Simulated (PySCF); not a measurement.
# Phosphorus: a sound run and one with changed settings

Sound run: P [Ne] 3s2 3p3, P⁺ [Ne] 3s2 3p2. Calculation: PySCF 2.14, in aug-cc-pV(D+d)Z (5s4p3d, 32 functions); the non-relativistic Hamiltonian (point nucleus). In the sound run the correlated levels freeze [Ne]. The sound run starts from symmetry-adapted Hartree-Fock orbitals and uses a fine grid where one is needed.

Changed run: the spin-free X2C one-electron Hamiltonian (Gaussian nucleus). This setting is unsound on purpose.

```tsv
species	method	sound run (hartree)	changed run (hartree)	converged
P	UHF	-340.70996	-341.43930	yes
P	PBE0	-341.13375	-341.86265	yes
P	PBE	-341.10049	-341.82916	yes
P	MP2	-340.77806	-341.50739	yes
P	CCSD(T)	-340.79889	-341.52816	yes
P⁺	UHF	-340.34482	-341.07452	yes
P⁺	PBE0	-340.74613	-341.47543	yes
P⁺	PBE	-340.71443	-341.44349	yes
P⁺	MP2	-340.39605	-341.12572	yes
P⁺	CCSD(T)	-340.41899	-341.14858	yes
```

Ionisation energy of P:

| method | sound run (eV) | changed run (eV) |
| --- | --- | --- |
| UHF | 9.936 | 9.926 |
| PBE0 | 10.548 | 10.537 |
| PBE | 10.505 | 10.495 |
| MP2 | 10.395 | 10.386 |
| SCS-MP2 | 10.236 | 10.226 |
| CCSD | 10.323 | 10.314 |
| CCSD(T) | 10.338 | 10.329 |

Most of the change in total energy is the relativistic energy itself. On top of that the contraction fixes the core shape for the Hamiltonian it was made with, so the changed run is not a good calculation with the other Hamiltonian either.

For comparison, NIST gives 10.487 eV between the lowest levels.
